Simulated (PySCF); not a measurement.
# Which determinant of LiMg lies lowest?

Unrestricted PBE0; Li cc-pVDZ, Mg cc-pVDZ; no relativity (PySCF 2.14). Outer shells of the fragments: Li 2s1; Mg 3s2.

Followed along the bond (rough minima from three points):

```json
{"2Ms+1": "2", "unpaired": "σ ↑", "⟨S²⟩ at the start": "0.77", "R at minimum (Å)": "3.10", "Te (eV)": "0.00"}
{"2Ms+1": "2", "unpaired": "π ↑", "⟨S²⟩ at the start": "0.76", "R at minimum (Å)": "2.61", "Te (eV)": "0.82"}
{"2Ms+1": "4", "unpaired": "σ ↑↑, π ↑", "⟨S²⟩ at the start": "3.75", "R at minimum (Å)": "3.00", "Te (eV)": "2.39"}
```

Solutions found at the starting distance of 2.640 Å, counted from the lowest of them; the search is not exhaustive and high or unbound solutions are not listed, so other states can lie among these:

```json
{"2Ms+1": "2", "unpaired": "σ ↑", "term": "²Σ⁺", "E (eV)": "0.00", "⟨S²⟩": "0.77", "⟨Lz²⟩": "0.00", "μ (D)": "-0.96"}
{"2Ms+1": "2", "unpaired": "π ↑", "term": "²Π", "E (eV)": "0.69", "⟨S²⟩": "0.76", "⟨Lz²⟩": "1.00", "μ (D)": "-2.19"}
{"2Ms+1": "4", "unpaired": "σ ↑↑, π ↑", "term": "⁴Π", "E (eV)": "2.35", "⟨S²⟩": "3.75", "⟨Lz²⟩": "1.00", "μ (D)": "-2.80"}
{"2Ms+1": "4", "unpaired": "σ ↑, π ↑↑", "term": "⁴Σ⁻", "E (eV)": "3.04", "⟨S²⟩": "3.75", "⟨Lz²⟩": "0.00", "μ (D)": "-2.06"}
{"2Ms+1": "2", "unpaired": "σ ↑↑, π ↓", "term": "mixed", "E (eV)": "3.13", "⟨S²⟩": "1.75", "⟨Lz²⟩": "1.00", "μ (D)": "-2.75"}
{"2Ms+1": "4", "unpaired": "σ ↑↑↑", "term": "⁴Σ⁺", "E (eV)": "3.23", "⟨S²⟩": "3.75", "⟨Lz²⟩": "0.00", "μ (D)": "5.54"}
{"2Ms+1": "2", "unpaired": "σ ↑, π ↑↓", "term": "mixed", "E (eV)": "3.70", "⟨S²⟩": "1.75", "⟨Lz²⟩": "2.01", "μ (D)": "-1.41"}
{"2Ms+1": "2", "unpaired": "σ ↑", "term": "mixed", "E (eV)": "4.10", "⟨S²⟩": "0.90", "⟨Lz²⟩": "2.00", "μ (D)": "-0.51"}
{"2Ms+1": "4", "unpaired": "σ ↑, π ↑↑", "term": "mixed", "E (eV)": "4.90", "⟨S²⟩": "3.75", "⟨Lz²⟩": "2.00", "μ (D)": "2.33"}
```

A term symbol is given only where ⟨S²⟩ and ⟨Lz²⟩ are close to those of a pure state; real π, δ and φ orbitals otherwise mix terms. A positive dipole means Li(−)Mg(+).

Question: Compare the gap between the two lowest followed solutions at the starting distance with the gap between their minima.

Answer: At PBE0 the second solution (doublet, unpaired electrons π ↑) lies +0.69 eV from the first (doublet, unpaired electrons σ ↑) at 2.640 Å and +0.82 eV at the minima; the two curves relax by different amounts, since their minima lie near 2.61 and 3.10 Å.

Counting both spins, an empty level lies below a filled one in some of these solutions, because spin and occupation are held.
